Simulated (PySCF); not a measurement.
Gas-phase reaction: 2 N + O → N₂O

Energies from PySCF, thermal terms from the rigid-rotor harmonic-oscillator model, ideal gas at 1 bar. Table values come from the NASA 1993 polynomials. † marks an energy on the PBE0/def2-TZVP geometry and frequencies; other levels use their own. MP2 freezes the core. 6-31G* has spherical d functions here. Open shells (unrestricted): N (multiplicity 4), O (multiplicity 3); the rest are closed-shell singlets. Spin-orbit splitting is ignored; it lowers the true energy and changes the entropy of O. MP2 isn't extrapolated to the basis-set limit.

Levels: a) MP2/def2-SVP†; b) PBE0/def2-TZVP; c) M06-2X/def2-TZVP†; d) HF/6-31G*; e) LDA/def2-TZVP†.

Task: Order the levels by the distance of their ΔH°(298 K) from the table for this reaction, closest first.

Result: c (+9 kJ), b (-19 kJ), a (+30 kJ), e (-378 kJ), d (+807 kJ)

The table gives -1113 kJ. The order holds for this reaction alone, and for the 1993 entries, some of which have been revised since.
